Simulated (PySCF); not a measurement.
## B(OH)₂: calculation against measurement

Isolated B(OH)₂, optimised in PySCF with density fitting and no spin–orbit coupling; def2 sets carry scalar-relativistic core potentials from Rb on. It is a doublet of Cs symmetry: PBE0/def2-TZVP B–O 1.341 Å, B–O 1.355 Å, O–H 0.959 Å, O–H 0.967 Å.

The tabulated gas-phase entropy at 298.15 K and 1 bar is 243.58 J/(mol K) (Chase, 1998, NIST Chemistry WebBook). What do rigid-rotor harmonic-oscillator sums give?

PBE0/def2-TZVP 259.7 J/(mol K). Only the spin multiplicity enters the electronic part, so orbital degeneracy and low-lying levels are missing. Tables of this kind often rest on estimated structures and frequencies for high-temperature species, so a gap need not be the fault of the calculation.

ΔfH°(298 K) is -476.98 kJ/mol (Chase, 1998, NIST Chemistry WebBook), and for the gaseous atoms B 565.0, O 249.2, H 218.0 kJ/mol (tabulated in the package mendeleev). Compare the atomisation enthalpy with the calculations.

From the tables it is 565.0 + 2 × 249.2 + 2 × 218.0 − (-477.0) = 1976 kJ/mol. To a computed De one adds −ZPE (-82.3), the atoms' spin–orbit lowering from NIST levels (-2.0) and the thermal terms (20.1), all taken at PBE0/def2-TZVP.
| level | De (kJ/mol) | ΔatH°(298 K) | computed − tabulated |
| --- | --- | --- | --- |
| PBE0/def2-TZVP | 1975 | 1910 | -66 |
